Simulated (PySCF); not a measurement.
**Working out the ionisation energy of F**

F [He] 2s2 2p5 (2P) → F⁺ [He] 2s2 2p4 (3P). Calculation: PySCF 2.14, in x2c-QZVPPall with one added diffuse shell each of s, p, d, f type (8s5p4d3f1g, 73 functions); scalar relativity by spin-free X2C-1e. Frozen: nothing. Energies in hartree (1 hartree = 27.21139 eV):

```csv
part,F (lower),F⁺ (upper)
UHF,-99.503193,-98.928507
MP2 opposite-spin,-0.190753,-0.141865
MP2 same-spin,-0.055737,-0.040885
```

Problem. What does Hartree-Fock give?

Solution. (-98.928507) − (-99.503193) = 0.574686 hartree = 15.638 eV.

Problem. What do MP2 and SCS-MP2 (6/5 opposite-spin, 1/3 same-spin) give?

Solution. The opposite-spin parts differ by 1.330 eV and the same-spin parts by 0.404 eV. MP2: 15.638 + (1.330) + (0.404) = 17.372 eV. SCS-MP2: 15.638 + 1.2 × (1.330) + (0.404)/3 = 17.369 eV.

Measured between the centres of the two terms (NIST): 17.427 eV, so MP2 (valence and next inner shell) is off by -0.055 eV.

What remains against the reference includes basis incompleteness and correlation beyond second order.
